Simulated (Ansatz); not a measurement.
Two isomers of C3H5NO: A = `CC(N)=C=O`, B = `N/C=C/C=O`.

Gas-phase electronic energies from Ansatz, PBE0-D4/def2-TZVP geometries. CCSD(T)/CBS adds triple-zeta CCSD(T) − MP2 to the extrapolated MP2 energy (def2 sets, frozen cores). DFT in def2-TZVPP. B3LYP here is the variant with VWN-RPA as its local correlation; programs differ in this. One conformer a species, not always the lowest.

Task: Which isomer does CCSD(T)/CBS put lower? Give the gap. (Estimate.)

Result: The calculation gave: B, by 14.8 kcal/mol.

Task: Give E(B) − E(A) in kcal/mol with CCSD/def2-TZVPP, BLYP-D4, MP2/def2-TZVPP, B3LYP-D4, B2PLYP, LDA (SPW92), PBE-D4. (Best estimate.)

Result: Computed: CCSD/def2-TZVPP -14.1, BLYP-D4 -16.1, MP2/def2-TZVPP -14.0, B3LYP-D4 -16.4, B2PLYP -15.7, LDA (SPW92) -16.6, PBE-D4 -15.5. None reverses the order clearly.

Task: Does the order hold for the free energy at 298.15 K (harmonic terms from PBE0-D4)? (Estimate.)

Result: Computed: Yes: G(B) − G(A) = -14.9 kcal/mol, for one conformer each. Modes under 60 cm⁻¹, often nearly free rotors, make the harmonic entropy too high.

Largest T1 diagnostic: 0.016.

At CCSD(T), def2-SVP lies +1.2 kcal/mol from the extrapolated value and def2-TZVPP +0.7 kcal/mol. Leaving LDA and LC-ωPBE aside and taking each functional with its dispersion term where it has one, the values, not all of them listed here, spread over 2.5 kcal/mol, from BHLYP-D4 to ωB97M-V. LDA lies −1.0 kcal/mol from PBE without D4.
